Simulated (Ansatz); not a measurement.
# Eu, bcc: geometry optimisation

The calculation used Ansatz, DFT, PBE, plane waves (420 eV) with PAW, scalar-relativistic.

k-point mesh 10×10×10, Fermi-Dirac smearing 0.05 eV, starting moments 7.00 μB. Cell and atoms relax.

Starting structure:

```yaml
crystal:
  lattice:
    - [-2.2755, 2.2755, 2.2755]
    - [2.2755, -2.2755, 2.2755]
    - [2.2755, 2.2755, -2.2755]
  atoms:
    - { symbol: Eu, position: [0.0, 0.0, 0.0], spin: 7.0 }
hamiltonian:
  xc: pbe
  pseudopotentials:
    kind: paw
    azcp:
      Eu: "pseudopotentials/Eu.paw.azcp"
basis:
  ecutwfc: 420
  fft_grid_basis: typed
kpoints:
  mp_grid: { grid: [10, 10, 10], shift: [0, 0, 0] }
magnetization:
  spin_polarized: true
scf:
  occupations: { method: fermi_dirac, width: 0.05 }
relax:
  max_steps: 60
  f_tol: 0.01
  cell: {}
```

Problem. The pressure at the start is -1.3 GPa. By how much does the volume change?

Solution. From 47.13 to 42.24 Å³ per atom, -10.4 %. The final cell has a = 4.388 Å.

Problem. How much energy does the relaxation gain?

Solution. 21.4 meV per atom.

Problem. Which magnetic state does it end in?

Solution. ferromagnetic, net 7.31 μB per atom; moments 7.04 μB.

Real europium orders as a helical antiferromagnet, which these cells can't hold.

The f occupation was not exhaustively searched.
